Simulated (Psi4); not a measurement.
Psi4 input (wB97X-D/6-311+G**):

```
memory 1500 MB

molecule {
-1 1
O     0.01382699   -0.00208751    0.60715025
C    -0.02150103    0.16263942   -0.61155375
H     0.01839031   -0.95913641   -1.18787951
symmetry c1
no_reorient
no_com
}

set {
  basis 6-311+G**
  reference rks
  scf_type pk
  dft_radial_points 99
  dft_spherical_points 590
  e_convergence 1e-8
  d_convergence 1e-7
  maxiter 150
}

e = energy('wb97x-d')
print_out(f'\nFINAL {e:.10f} DIPOLE {variable("CURRENT DIPOLE")[0]:.6f} {variable("CURRENT DIPOLE")[1]:.6f} {variable("CURRENT DIPOLE")[2]:.6f}\n')
```

Output:

```
   => Loading Basis Set <=

    Name: 6-311+G**
    Role: ORBITAL
    Keyword: BASIS
    atoms 1 entry O          line   171 file 6-311pgss.gbs
    atoms 2 entry C          line   129 file 6-311pgss.gbs
    atoms 3 entry H          line    42 file 6-311pgss.gbs

   => WB97X-D: Empirical Dispersion <=

    Chai and Head-Gordon Dispersion Correction
    Chai, J.-D.; Head-Gordon, M. (2010), J. Chem. Phys., 132: 6615-6620

        s6 =       1.000000

         ---------------------------------------------------------
                                   SCF
               by Justin Turney, Rob Parrish, Andy Simmonett
                          and Daniel G. A. Smith
                              RKS Reference
         ---------------------------------------------------------

  ==> Geometry <==

    Molecular point group: c1
    Full point group: C1

    Geometry (in Angstrom), charge = -1, multiplicity = 1:

       Center              X                  Y                   Z               Mass
    ------------   -----------------  -----------------  -----------------  -----------------
         O            0.013826990000    -0.002087510000     0.607150250000    15.994914619570
         C           -0.021501030000     0.162639420000    -0.611553750000    12.000000000000
         H            0.018390310000    -0.959136410000    -1.187879510000     1.007825032230

  Running in c1 symmetry.

  Rotational constants: A =     13.51883  B =      1.42705  C =      1.29080 [cm^-1]
  Rotational constants: A = 405284.33071  B =  42781.93889  C =  38697.06480 [MHz]
  Nuclear repulsion =   25.243288061112509

  Charge       = -1
  Multiplicity = 1
  Electrons    = 16
  Nalpha       = 8
  Nbeta        = 8

  ==> Algorithm <==

  SCF Algorithm Type is PK.
  DIIS enabled.
  MOM disabled.
  Fractional occupation disabled.
  Guess Type is SAD.
  Energy threshold   = 1.00e-08
  Density threshold  = 1.00e-07
  Integral threshold = 1.00e-12

  ==> Primary Basis <==

  Basis Set: 6-311+G**
    Blend: 6-311+G**
    Number of shells: 24
    Number of basis functions: 50
    Number of Cartesian functions: 52
    Spherical Harmonics?: true
    Max angular momentum: 2

  ==> DFT Potential <==

   => LibXC <=

    Version 7.1.2
    S. Lehtola, C. Steigemann, M. J. T. Oliveira, and M. A. L. Marques,  SoftwareX 7, 1–5 (2018) (10.1016/j.softx.2017.11.002)

   => Composite Functional: WB97X-D <=

    wB97X-D Hyb-GGA Exchange-Correlation Functional

    J.-D. Chai and M. Head-Gordon,  Phys. Chem. Chem. Phys. 10, 6615–6620 (2008) (10.1039/B810189B)

    Deriv               =              1
    GGA                 =           TRUE
    Meta                =          FALSE

    Exchange Hybrid     =           TRUE
    MP2 Hybrid          =          FALSE

   => Exchange-Correlation Functionals <=

    1.0000   wB97X-D range-separated functional

   => Exact (HF) Exchange <=

    0.7780            HF,LR [omega = 0.2000]
    0.2220               HF

   => LibXC Density Thresholds  <==

    XC_HYB_GGA_XC_WB97X_D:  1.00E-14

   => Molecular Quadrature <=

    Radial Scheme          =       TREUTLER
    Pruning Scheme         =           NONE
    Nuclear Scheme         =       TREUTLER

    Blocking Scheme        =         OCTREE
    BS radius alpha        =              1
    Pruning alpha          =              1
    Radial Points          =             99
    Spherical Points       =            590
    Total Points           =         172031
    Total Blocks           =           1311
    Max Points             =            256
    Max Functions          =             50
    Weights Tolerance      =       1.00E-15

  ==> Integral Setup <==

  Using in-core PK algorithm.
   Calculation information:
      Number of atoms:                   3
      Number of AO shells:              24
      Number of primitives:             44
      Number of atomic orbitals:        52
      Number of basis functions:        50

      Integral cutoff                 1.00e-12
      Number of threads:                 1

  Performing in-core PK
  Using 2440350 doubles for integral storage.
  We computed 45143 shell quartets total.
  Whereas there are 45150 unique shell quartets.

  Computing range-separated integrals for PK
  We computed 45143 wK shell quartets total.
  Whereas there are 45150 wK unique shell quartets.

  ==> DiskJK: Disk-Based J/K Matrices <==

    J tasked:                  Yes
    K tasked:                  Yes
    wK tasked:                 Yes
    Omega:               2.000E-01
    Schwarz Cutoff:          1E-12


  Cached 100.0% of DFT collocation blocks in 0.227 [GiB].

  Minimum eigenvalue in the overlap matrix is 4.5240415030E-03.
  Reciprocal condition number of the overlap matrix is 8.4645861006E-04.
    Using symmetric orthogonalization.

  ==> Pre-Iterations <==

  SCF Guess: Superposition of Atomic Densities via on-the-fly atomic UHF (no occupation information).

   -------------------------
    Irrep   Nso     Nmo
   -------------------------
     A         50      50
   -------------------------
    Total      50      50
   -------------------------

  ==> Iterations <==

                        Total Energy        Delta E     RMS |[F,P]|

   @RKS iter SAD:  -113.08666785674190   -1.13087e+02   0.00000e+00
   @RKS iter   1:  -113.65837606490759   -5.71708e-01   1.27186e-02 ADIIS/DIIS
   @RKS iter   2:  -113.57916478134743    7.92113e-02   1.69293e-02 ADIIS/DIIS
   @RKS iter   3:  -113.84803542000476   -2.68871e-01   2.41170e-03 ADIIS/DIIS
   @RKS iter   4:  -113.85384971656092   -5.81430e-03   6.38918e-04 ADIIS/DIIS
   @RKS iter   5:  -113.85445500029344   -6.05284e-04   1.43038e-04 ADIIS/DIIS
   @RKS iter   6:  -113.85451999547365   -6.49952e-05   3.74295e-05 DIIS
   @RKS iter   7:  -113.85453114381444   -1.11483e-05   1.03478e-05 DIIS
   @RKS iter   8:  -113.85453233885616   -1.19504e-06   2.79047e-06 DIIS
   @RKS iter   9:  -113.85453243912833   -1.00272e-07   6.38904e-07 DIIS
   @RKS iter  10:  -113.85453244478529   -5.65696e-09   1.91455e-07 DIIS
   @RKS iter  11:  -113.85453244539883   -6.13539e-10   6.33690e-08 DIIS
  Energy and wave function converged.

  ==> Post-Iterations <==

   Electrons on quadrature grid:
      Ntotal   =   15.9999999734 ; deviation = -2.663e-08

    Orbital Energies [Eh]
    ---------------------

    Doubly Occupied:

       1A    -19.004428     2A    -10.099178     3A     -0.892568
       4A     -0.393663     5A     -0.275846     6A     -0.224368
       7A     -0.201637     8A     -0.005589

    Virtual:

       9A      0.245600    10A      0.248432    11A      0.261544
      12A      0.278319    13A      0.326115    14A      0.413533
      15A      0.441493    16A      0.470677    17A      0.473767
      18A      0.537630    19A      0.666850    20A      0.763606
      21A      0.847054    22A      0.865888    23A      0.948412
      24A      1.151791    25A      1.327838    26A      1.369374
      27A      1.373913    28A      1.449817    29A      1.565114
      30A      1.741275    31A      1.747430    32A      1.810984
      33A      2.072401    34A      2.081063    35A      2.295317
      36A      2.561932    37A      2.919320    38A      3.005842
      39A      3.151990    40A      3.184394    41A      3.257196
      42A      3.575711    43A      3.645971    44A      3.803558
      45A      4.154899    46A      5.330969    47A      5.364188
      48A      5.899776    49A     24.078652    50A     50.264624

    Final Occupation by Irrep:
              A
    DOCC [     8 ]
    NA   [     8 ]
    NB   [     8 ]

  @RKS Final Energy:  -113.85453244539883

   => Energetics <=

    Nuclear Repulsion Energy =             25.2432880611125086
    One-Electron Energy =                -209.1826462432917992
    Two-Electron Energy =                  80.1081986321493957
    DFT Exchange-Correlation Energy =     -10.0233192239985307
    Empirical Dispersion Energy =          -0.0000536713704094
    VV10 Nonlocal Energy =                  0.0000000000000000
    Total Energy =                       -113.8545324453988314

Computation Completed

Properties will be evaluated at   0.000000,   0.000000,   0.000000 [a0]

Properties computed using the SCF density matrix

 Multipole Moments:

 ------------------------------------------------------------------------------------
     Multipole            Electronic (a.u.)      Nuclear  (a.u.)        Total (a.u.)
 ------------------------------------------------------------------------------------

 L = 1.  Multiply by 2.5417464519 to convert [e a0] to [Debye]
 Dipole X            :          0.0368374            0.0000001            0.0368375
 Dipole Y            :         -0.4580484            0.0000001           -0.4580484
 Dipole Z            :          0.6734573           -0.0000000            0.6734573
 Magnitude           :                                                    0.8152975

 ------------------------------------------------------------------------------------

FINAL -113.8545324454 DIPOLE 0.036837 -0.458048 0.673457

*** Psi4 exiting successfully. Buy a developer a beer!
```

The dipole moment of an ion depends on the origin.
